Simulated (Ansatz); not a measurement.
# Al₂HO (doublet): the correlation ladder, cc-pVTZ

How much of the correlation energy of Al₂HO (doublet) does each wave-function method recover here?

Computed with Ansatz 0.2.0, Gaussian basis. Level: cc-pVTZ, core rule «outside noble gas», up to 11 orbitals frozen.

Plan: UHF; CCSD(T) on ROHF; CCSD(T) on UHF; BCCD(T) on ROHF; CCSDT(Q) on ROHF; CCSDT(Q) on UHF.

7 further runs of the same task are left out: 2 for a known fault of the program, 5 set aside as unsound or not needed.

## Step 1: The geometry

The geometry is a PBE0/def2-TZVP stationary point (not a proven minimum) of the parent state, kept for this charge and spin.

4 atoms, charge 0, spin multiplicity 2.

Atoms are counted from 1 here; the program's logs count them from 0.

Bond lengths: Al1–Al2 2.344 Å, Al2–O3 1.647 Å, O3–H4 0.946 Å. Angles: Al1–Al2–O3 180.0°, Al2–O3–H4 180.0°.

## Step 2: UHF

in.yaml reads:

```yaml
crystal:
  periodic: [false, false, false]
  atoms:
    - {symbol: Al, position_ang: [0.000000, 0.000000, -2.818500]}
    - {symbol: Al, position_ang: [0.000000, 0.000000, -0.474100]}
    - {symbol: O, position_ang: [0.000000, 0.000000, 1.173400]}
    - {symbol: H, position_ang: [0.000000, 0.000000, 2.119200]}
basis:
  gaussian: {orbitals: cc-pVTZ}
magnetization: {spin_polarized: true, initial_magnetization: 1}
hamiltonian: {xc: hf}
output: {orbitals: {seedname: orbitals}}
```

Launch:

```
ansatz run in.yaml --threads 1 --pin off --events-out ev --progress --plain --max-ram 2560MiB --backend cpu
```

The runs that follow: CCSD(T) on ROHF; CCSD(T) on UHF; BCCD(T) on ROHF; CCSDT(Q) on ROHF; CCSDT(Q) on UHF.

Before running them: what should the planned runs give, taken together? Wanted: UCCSDT(Q) from the RHF energy; RMP2 from UCCSDT(Q); UMP2 from UCCSDT(Q); RCCSD from UCCSDT(Q); RCCSD(T) from UCCSDT(Q); UCCSD(T) from UCCSDT(Q); RCCSDT(Q) from UCCSDT(Q); T1 diagnostic.

The runs gave:

```
                         quantity                      value
    UCCSDT(Q) from the ROHF energy                -10.8111 eV
              RMP2 from UCCSDT(Q)              +107.2 kJ/mol
              UMP2 from UCCSDT(Q)              +129.0 kJ/mol
             RCCSD from UCCSDT(Q)               +45.8 kJ/mol
          RCCSD(T) from UCCSDT(Q)                +5.6 kJ/mol
          UCCSD(T) from UCCSDT(Q)                +7.1 kJ/mol
         RCCSDT(Q) from UCCSDT(Q)                +0.2 kJ/mol
levels within 1 kcal/mol (43 meV)  RCCSDT, UCCSDT, RCCSDT(Q)
                    T1 diagnostic                      0.021
```

**Reading.** RCCSD(T) misses by +5.6 kJ/mol, 0.5 % of the correlation energy. These misses are within one basis, not against nature; the frozen cores of restricted and unrestricted runs differ, which can shift their rows.
